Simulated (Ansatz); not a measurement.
fcc Pt was calculated with PBEsol+SOC (plane waves, PAW; Ansatz, a program for electronic structure).

Settings: plane-wave cutoff 520 eV, 24×24×24 k mesh, Fermi–Dirac smearing 0.05 eV, PAW data made under PBE.

Computed at the level's own relaxed cell.

Question: What does this level give for the volume per atom, bulk modulus, equilibrium lattice constant a and pressure derivative B′ of the bulk modulus?

Answer: 
volume per atom: 15.06 Å³/atom
bulk modulus: 283 GPa
equilibrium lattice constant a: 3.920 Å
pressure derivative B′ of the bulk modulus: 5.4

The run finds no gap.

Measured, for comparison: equilibrium volume per atom 14.98 Å³/atom, lattice constant a 3.913 Å (static lattice: zero-point anharmonic expansion removed; as tabulated in Mejia-Rodriguez and Trickey (2018), arXiv:1807.09216); bulk modulus 289 GPa (corrected for temperature and zero-point phonon effects; as tabulated in Levämäki et al. (2014), arXiv:1402.3671). Computed (rounded) less measured: equilibrium volume per atom +0.5 %, bulk modulus -2 %, lattice constant a +0.2 %.

Static lattice: no zero-point or thermal effects.
